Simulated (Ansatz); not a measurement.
Basis-set series for NO2, SMILES `O=[N+][O-]` radical. The species carries charge 0 and has multiplicity 2. The structure was optimised at the PBE0-D4/def2-TZVP level.

```xyz
3

O     0.374   -0.477    0.921
N    -0.122   -0.246   -0.128
O    -0.252    0.724   -0.793
```

```
functional       basis  functions  energy (Eh)  HOMO (eV)  LUMO (eV)
   PBE0-D4  def2-TZVPP         93   -204.95437      -8.22      -3.63
   PBE0-D4  def2-QZVPP        171   -204.96454      -8.25      -3.66
   ωB97M-V  def2-TZVPP         93   -205.11254     -10.52      -1.48
   ωB97M-V  def2-QZVPP        171   -205.12215     -10.56      -1.53
```

Problem. Give the rows for def2-SVP. (Best estimate.)

Solution. Computed: 
```tsv
functional	basis	functions	energy (Eh)	HOMO (eV)	LUMO (eV)
PBE0-D4	def2-SVP	42	-204.70901	-8.03	-3.39
ωB97M-V	def2-SVP	42	-204.86046	-10.30	-1.13
```

HOMO and LUMO are taken over both spins.
